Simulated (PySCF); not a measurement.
What PySCF settings do for AlN

Base input, run as `OMP_NUM_THREADS=1 python input.py` with PySCF 2.14:

```python
from pyscf import gto, dft

mol = gto.M(
    atom='Al 0 0 0; N 0 0 1.665',
    basis='6-31g*',
    charge=0,
    spin=2,
    verbose=4,
)
mf = dft.UKS(mol, xc='revpbe')
mf.kernel()
mf.stability(internal=True, external=True)
mf.dip_moment()
print('orbital energies (hartree):', [e[max(0, n-3):n+3].round(4) for e, n in zip(mf.mo_energy, mol.nelec)])
```

Base result: E(SCF) = -296.949376 Eh, 12 cycles, ⟨S²⟩ = 2.009, μz(SCF) = -2.15 D, internal stable; real -> complex stable. The bond length is a typed value, not an optimised one. No search for the lowest solution was made.

Hardware: Arm Neoverse V2, 1 thread, shared host. Wall time 4.7 s, peak memory 0.22 GiB.

Each row names what differs from the base; energies in brackets are changes from the base.

| change | result | wall time (s) |
| --- | --- | --- |
| PCM solvent, dielectric constant: none → 20.5; step after the SCF: stability → analyze | E(SCF) = -296.958412 Eh (-0.2459 eV), 11 cycles, ⟨S²⟩ = 2.007, μz(SCF) = -3.69 D | 2.6 |
| functional: revpbe → x3lyp | E(SCF) = -296.975941 Eh, 11 cycles, ⟨S²⟩ = 2.016, μz(SCF) = -2.11 D, internal stable; real -> complex stable | 6.6 |
| basis set: 6-31g* → jorge-dzp | E(SCF) = -296.977548 Eh (-0.7666 eV), 12 cycles, ⟨S²⟩ = 2.011, μz(SCF) = -2.41 D, internal stable; real -> complex stable | 6.6 |
| charge: 0 → -1; spin (2S): 2 → 3 [another spin of the ion may lie lower] [no diffuse functions for the anion] [a high spin state] | E(SCF) = -296.927866 Eh (+0.5853 eV), 12 cycles, ⟨S²⟩ = 3.756, internal stable; real -> complex stable | 5.8 |
| geometry: bond 1.665 → bond 3.33 [spin-contaminated] | E(SCF) = -296.882955 Eh (+1.8074 eV), 12 cycles, ⟨S²⟩ = 2.474, μz(SCF) = -3.22 D, internal stable; real -> complex stable | 5.2 |
| basis set: 6-31g* → cc-pvdz | E(SCF) = -296.967646 Eh (-0.4971 eV), 12 cycles, ⟨S²⟩ = 2.011, μz(SCF) = -2.24 D, internal stable; real -> complex stable | 5.1 |
| spin (2S): 2 → 4 [a high spin state] | E(SCF) = -296.830882 Eh (+3.2244 eV), 9 cycles, ⟨S²⟩ = 6.003, μz(SCF) = -0.58 D, internal stable; real -> complex stable | 5.2 |
| geometry: bond 1.665 → bond 4.995 [spin-contaminated] | E(SCF) = -296.864198 Eh (+2.3178 eV), ⟨S²⟩ = 2.894, μz(SCF) = -2.09 D, internal stable; real -> complex stable | 6.5 |
| spin (2S): 2 → 0 [spin-contaminated] | not converged: SCF after 50 cycles | 7.8 |
| step after the SCF: stability → tda; number of roots: default → 5 | E(SCF) = -296.949376 Eh (+0.0000 eV), 12 cycles, ⟨S²⟩ = 2.009, μz(SCF) = -2.15 D, first excitations without spin–orbit coupling 0.38, 0.93, 1.97, 2.98, 3.77 eV | 9.8 |
| length unit: angstrom → bohr [unsound on purpose] | not converged: SCF after 50 cycles | 13 |
| charge: 0 → 1; spin (2S): 2 → 3 [another spin of the ion may lie lower] [a high spin state] | E(SCF) = -296.618177 Eh (+9.0124 eV), 9 cycles, ⟨S²⟩ = 3.753, internal stable; real -> complex stable | 5.9 |
| spin (2S): 2 → 6 [a high spin state] | E(SCF) = -296.620448 Eh (+8.9506 eV), 8 cycles, ⟨S²⟩ = 12.002, μz(SCF) = 4.05 D, internal stable; real -> complex stable | 7 |
| level shift (hartree): none → 1 | not converged: SCF after 50 cycles | 8 |
| functional: revpbe → m06l | E(SCF) = -296.999826 Eh, 11 cycles, ⟨S²⟩ = 2.023, μz(SCF) = -2.28 D, internal unstable; real -> complex stable | 13 |
| level shift (hartree): none → 0.3 | not converged: SCF after 30 cycles (it failed the final check cycle) | 6.3 |
| level shift (hartree): none → -0.2 [unsound on purpose] [may be another electronic state] | not converged: SCF after 50 cycles | 9.8 |
| step after the SCF: stability → mp2; SCF type: UKS → UHF; functional: revpbe → none (Hartree–Fock); frozen orbitals: default → 0 | E(SCF) = -296.241627 Eh, 15 cycles, E(MP2) − E(SCF) = -0.15380 Eh, ⟨S²⟩ = 2.041, μz(SCF) = -0.58 D | 0.74 |
| functional: revpbe → pw91 | E(SCF) = -296.975014 Eh, 12 cycles, ⟨S²⟩ = 2.008, μz(SCF) = -2.18 D, internal stable; real -> complex stable | 4.8 |
| second-order solver: off → on | E(SCF) = -296.949376 Eh (+0.0000 eV), 4 cycles, ⟨S²⟩ = 2.009, μz(SCF) = -2.15 D, internal stable; real -> complex stable | 7.3 |
| density fitting: none → auto | E(SCF) = -296.949394 Eh (-0.0005 eV), 12 cycles, ⟨S²⟩ = 2.009, μz(SCF) = -2.15 D, internal stable; real -> complex stable | 5.2 |

Order these changes by how far they move the SCF energy from the base, largest first: (1) PCM solvent, dielectric constant: none → 20.5; step after the SCF: stability → analyze; (2) density fitting: none → auto; (3) geometry: bond 1.665 → bond 3.33; (4) geometry: bond 1.665 → bond 4.995.

(4) +2.3178 eV, (3) +1.8074 eV, (1) -0.2459 eV, (2) -0.0005 eV.
